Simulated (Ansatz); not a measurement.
**AlSiH5 (singlet): the correlation ladder at distance Al1–H4 along a hydrogen transfer = 1.746 Å, cc-pVDZ**

The task here is to estimate one member of a computed series from the others.

Method: cc-pVDZ, core rule «outside noble gas», up to 10 orbitals frozen; program: Ansatz 0.2.0, Gaussian basis.

Plan: UHF; CCSD(T) on RHF; CCSD(T) on UHF; BCCD(T) on RHF; CISD; CCSDT(Q) on RHF; CCSDT(Q) on UHF; CASSCF and NEVPT2, 2 electrons in 2 orbitals; CASSCF and NEVPT2, 8 electrons in 8 orbitals.

8 further runs of the same task are left out: 1 for a mislabelled method, 7 that didn't finish.

## The geometry

The geometry derives from fragments relaxed apart (PBE0/def2-TZVP) and kept rigid, so it is no stationary point. A hydrogen atom is moved between rigid fragments.

7 atoms, charge 0, spin multiplicity 1.

Atoms are counted from 1 here; the program's logs count them from 0.

Bond lengths: Al1–H2 1.586 Å, Al1–H3 1.586 Å, Al1–H4 1.746 Å, H4–Si5 1.654 Å, Si5–H6 1.526 Å, Si5–H7 1.526 Å. Angles: H2–Al1–H3 120.0°, H2–Al1–H4 120.0°, H3–Al1–H4 120.0°, Al1–H4–Si5 180.0°, H4–Si5–H6 113.7°, H4–Si5–H7 113.7°, H6–Si5–H7 91.2°.

As a file:

```xyz
7
charge 0, multiplicity 1
Al   -1.7259    0.0293    0.0000
H    -2.5189    1.4027    0.0000
H    -2.5189   -1.3441    0.0000
H     0.0201    0.0293    0.0000
Si    1.6741    0.0293    0.0000
H     2.2862   -0.8450    1.0900
H     2.2862   -0.8450   -1.0900
```

The first run:

The input, in.yaml:

```yaml
crystal:
  periodic: [false, false, false]
  atoms:
    - {symbol: Al, position_ang: [-1.725933, 0.029322, 0.000000]}
    - {symbol: H, position_ang: [-2.518856, 1.402706, 0.000000]}
    - {symbol: H, position_ang: [-2.518857, -1.344062, 0.000000]}
    - {symbol: H, position_ang: [0.020067, 0.029322, 0.000000]}
    - {symbol: Si, position_ang: [1.674067, 0.029322, 0.000000]}
    - {symbol: H, position_ang: [2.286247, -0.844962, 1.090012]}
    - {symbol: H, position_ang: [2.286247, -0.844962, -1.090012]}
basis:
  gaussian: {orbitals: cc-pVDZ}
magnetization: {spin_polarized: true, initial_magnetization: 0}
hamiltonian: {xc: hf}
output: {orbitals: {seedname: orbitals}}
```

Launch:

```bash
$ ansatz run in.yaml --threads 1 --pin off --events-out ev --progress --plain --max-ram 2393MiB
```

Among the steps run: UHF; CCSD(T) on RHF; CCSD(T) on UHF; BCCD(T) on RHF; CISD; CCSDT(Q) on RHF; CCSDT(Q) on UHF; CASSCF and NEVPT2, 2 electrons in 2 orbitals; CASSCF and NEVPT2, 8 electrons in 8 orbitals.

One of the session's tables, all rows but one given; the rest of the session is left out.

It belongs to the step «Misses and costs». 

```
         method  from RCCSDT(Q) (kcal/mol)
            RHF                    +147.12
            UHF                    +147.05
           RMP2                     +35.14
           CISD                     +17.97
          RCCSD                      +4.40
       RCCSD(T)                      +1.01
        BCCD(T)                          ?
         RCCSDT                      +0.17
      RCCSDT(Q)                          0
CASSCF frontier                    +108.39
NEVPT2 frontier                     +31.42
```

Q: Estimate the row for BCCD(T) from the others.

The run gave: from RCCSDT(Q) (kcal/mol): +0.99. In the column «from RCCSDT(Q) (kcal/mol)» it lies between RCCSDT (+0.17) and RCCSD(T) (+1.01).

Not comparable, so not listed: CCSD(T) on UHF; CCSDT(Q) on UHF (they don't share determinant, frozen orbitals or solution with the rows shown, or repeat one).

To keep in mind: Left out of the table: CASSCF pair, NEVPT2 pair (the active space lost an orbital or holds another state than full CI finds). Warnings: restricted reference is unstable. Warnings in the runs' records: passed over end.
